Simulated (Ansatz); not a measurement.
# Si₂ (quintet): the correlation ladder, cc-pVTZ

How much of the correlation energy of Si₂ (quintet) does each wave-function method recover here?

Program: Ansatz 0.2.0, Gaussian basis. Level of theory: cc-pVTZ, core rule «outside noble gas», up to 10 orbitals frozen. These are calculated values, not measurements.

Plan: UHF; CCSD(T) on ROHF; CCSD(T) on UHF; BCCD(T) on ROHF; CISD; CCSDT(Q) on ROHF; CCSDT(Q) on UHF; CASSCF and MRCISD+Q, 8 electrons in 8 orbitals; CASSCF and NEVPT2, 8 electrons in 8 orbitals.

15 further runs of the same task are left out: 2 that didn't finish, 13 set aside as unsound or not needed.

## 1. The geometry

The geometry is a PBE0/def2-TZVP stationary point (not a proven minimum) of the parent state, kept for this charge and spin.

2 atoms, charge 0, spin multiplicity 5.

Atoms are counted from 1 here; the program's logs count them from 0.

Bond lengths: Si1–Si2 2.255 Å.

## 2. UHF

The input, in.yaml:

```yaml
crystal:
  periodic: [false, false, false]
  atoms:
    - {symbol: Si, position_ang: [0.000000, 0.000000, 0.000000]}
    - {symbol: Si, position_ang: [0.000000, 0.000000, 2.254714]}
basis:
  gaussian: {orbitals: cc-pVTZ}
magnetization: {spin_polarized: true, initial_magnetization: 4}
hamiltonian: {xc: hf}
output: {orbitals: {seedname: orbitals}}
```

Command:

```console
ansatz run in.yaml --threads 1 --pin off --events-out ev --progress --plain --max-ram 2393MiB
```

The runs that follow: CCSD(T) on ROHF; CCSD(T) on UHF; BCCD(T) on ROHF; CISD; CCSDT(Q) on ROHF; CCSDT(Q) on UHF; CASSCF and MRCISD+Q, 8 electrons in 8 orbitals; CASSCF and NEVPT2, 8 electrons in 8 orbitals.

Q: Predict the results of all the runs planned. Wanted: UCCSDT(Q) below the RHF energy; RMP2 from UCCSDT(Q); UMP2 from UCCSDT(Q); RCCSD from UCCSDT(Q); RCCSD(T) from UCCSDT(Q); UCCSD(T) from UCCSDT(Q); RCCSDT(Q) from UCCSDT(Q); NEVPT2 valence from UCCSDT(Q); MRCISD+Q valence from UCCSDT(Q).

As calculated:

| quantity | value |
| --- | --- |
| UCCSDT(Q) below the RHF energy | -5.1389 eV |
| RMP2 from UCCSDT(Q) | +1085.0 meV |
| UMP2 from UCCSDT(Q) | +1112.0 meV |
| RCCSD from UCCSDT(Q) | +355.8 meV |
| RCCSD(T) from UCCSDT(Q) | +70.7 meV |
| UCCSD(T) from UCCSDT(Q) | +68.8 meV |
| RCCSDT(Q) from UCCSDT(Q) | +2.7 meV |
| NEVPT2 valence from UCCSDT(Q) | +935.9 meV |
| MRCISD+Q valence from UCCSDT(Q) | +29.9 meV |
| levels within 1 kcal/mol (43 meV) | RCCSDT, UCCSDT, RCCSDT(Q), MRCISD+Q valence |
| T1 diagnostic | 0.019 |
| effectively unpaired electrons | 4.04 |

In words: RCCSD(T) lands +70.7 meV from the yardstick (1.4 % of the correlation energy). One determinant dominates. Of the multireference levels listed MRCISD+Q valence comes nearest in total energy (+29.9 meV), which doesn't show that its space is the better one. These misses are within one basis, not against nature; the frozen cores of restricted and unrestricted runs differ, which can shift their rows.
